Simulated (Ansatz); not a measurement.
```yaml
crystal:
  periodic: [false, false, false]
  atoms:
    - {symbol: C, position_ang: [-1.096860, -0.020624, -0.002389]}
    - {symbol: S, position_ang: [0.466669, -0.017874, 0.000940]}
    - {symbol: H, position_ang: [-1.775595, 0.814363, -0.001427]}
basis:
  gaussian: {orbitals: def2-TZVP}
magnetization: {spin_polarized: true, initial_magnetization: 1}
hamiltonian: {xc: pbe0}
relax: {f_tol: 0.004, max_steps: 80}
```

```sh
$ ansatz run in.yaml --threads 1 --pin off --events-out ev --progress --plain --max-ram 2176MiB
```

Steps of the relaxation (energy above the last step; positions in Å, forces in eV/Å):

```
3
step 1, 12.6 meV
C    -1.097   -0.021   -0.002    0.930   -0.204    0.001
S     0.467   -0.018    0.001   -0.461   -0.114   -0.001
H    -1.776    0.814   -0.001   -0.469    0.318    0.000
```

```
3
step 2, 4.5 meV
C    -1.089   -0.018   -0.002    0.432    0.055    0.001
S     0.469   -0.022    0.001   -0.255   -0.082   -0.001
H    -1.786    0.817   -0.001   -0.177    0.027    0.000
```

```
3
step 3, 0.8 meV
C    -1.080   -0.010   -0.002   -0.046    0.135    0.000
S     0.472   -0.029    0.001    0.029   -0.037    0.000
H    -1.797    0.815   -0.001    0.017   -0.098    0.000
```

```
3
step 4, 0.0 meV
C    -1.077   -0.001   -0.002    0.036   -0.004    0.000
S     0.475   -0.035    0.001   -0.042    0.004    0.000
H    -1.804    0.811   -0.001    0.006    0.000    0.000
```

```
3
step 5, 0.0 meV
C    -1.077   -0.001   -0.002    0.000    0.000    0.000
S     0.475   -0.034    0.001    0.000    0.000    0.000
H    -1.803    0.811   -0.001    0.000    0.000    0.000
```

Close pairs at the end: C1–H3 1.090 Å, C1–S2 1.552 Å.

A stationary point of unrestricted PBE0 after 5 steps, with ⟨S²⟩ = 0.758 against 0.75 for a pure state; no frequencies were run, so it isn't proven a minimum. 5.5 s on 1 thread of Intel Xeon 6975P-C, shared host.
